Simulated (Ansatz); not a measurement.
# AlNH (doublet): from Hartree-Fock to the top rungs, def2-TZVPP

One table from this session's results is given with a row withheld; the runs are named, their logs left out.

Computed with Ansatz 0.2.0, Gaussian basis. Level: def2-TZVPP, core rule «outside noble gas», up to 6 orbitals frozen.

Plan: UHF; ROHF; CCSD(T) on UHF.

2 further runs of the same task are left out: 2 set aside as unsound or not needed.

## What is computed

The geometry is a PBE0/def2-TZVP stationary point (not a proven minimum).

3 atoms, charge 0, spin multiplicity 2.

Atoms are counted from 1 here; the program's logs count them from 0.

Bond lengths: Al1–N2 1.737 Å, N2–H3 1.016 Å. Angles: Al1–N2–H3 130.8°.

The first run:

in.yaml reads:

```yaml
crystal:
  periodic: [false, false, false]
  atoms:
    - {symbol: Al, position_ang: [0.000000, 0.032676, 0.636525]}
    - {symbol: N, position_ang: [0.000000, -0.106661, -1.095305]}
    - {symbol: H, position_ang: [0.000000, 0.607486, -1.818390]}
basis:
  gaussian: {orbitals: def2-TZVPP}
magnetization: {spin_polarized: true, initial_magnetization: 1}
hamiltonian: {xc: hf}
output: {orbitals: {seedname: orbitals}}
```

Started as:

```sh
$ ansatz run in.yaml --threads 1 --pin off --events-out ev --progress --plain --max-ram 4096MiB --backend cpu
```

Among the steps run: UHF; ROHF; CCSD(T) on UHF.

One of the session's tables, all rows but one given; the rest of the session is left out.

```
  method  from UCCSD(T) (meV)
    ROHF                    ?
     UHF              +7203.6
    UMP2              +1171.8
   UCCSD               +312.9
UCCSD(T)                    0
```

Estimate the missing values for ROHF.

The run gave: from UCCSD(T) (meV): +7349.1. In the column «from UCCSD(T) (meV)» it is the highest.

With the free atoms at the same levels and basis (separate runs), the atomisation energy is 6.933 eV at UCCSD(T), 4.280 eV at ROHF.

Limits of these values: Warnings: spin contamination; coupled cluster took another determinant than the lowest.
